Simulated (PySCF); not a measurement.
## Boron: a sound run and one with changed settings

Sound run: B [He] 2s2 2p1, B⁺ [He] 2s2. Calculation: PySCF 2.14, in cc-pVTZ-DK (4s3p2d1f, 30 functions); scalar relativity by spin-free X2C-1e. In the sound run the correlated levels freeze 1s2. The sound run starts from symmetry-adapted Hartree-Fock orbitals and uses a fine grid where one is needed.

Changed run: a valence shell is frozen. This setting is unsound on purpose.

Ionisation energy of B:

| method | sound run (eV) | changed run (eV) |
| --- | --- | --- |
| UHF | 8.035 | 8.035 |
| MP2 | 8.258 | 8.035 |
| SCS-MP2 | 8.227 | 8.035 |
| CCSD | 8.170 | 8.035 |
| CCSD(T) | 8.206 | 8.035 |
| CCSDT | n/a | 8.035 |
| FCI | n/a | 8.035 |

Freezing a valence shell removes pair correlation that changes on ionisation.

For comparison, NIST gives 8.298 eV between the lowest levels.
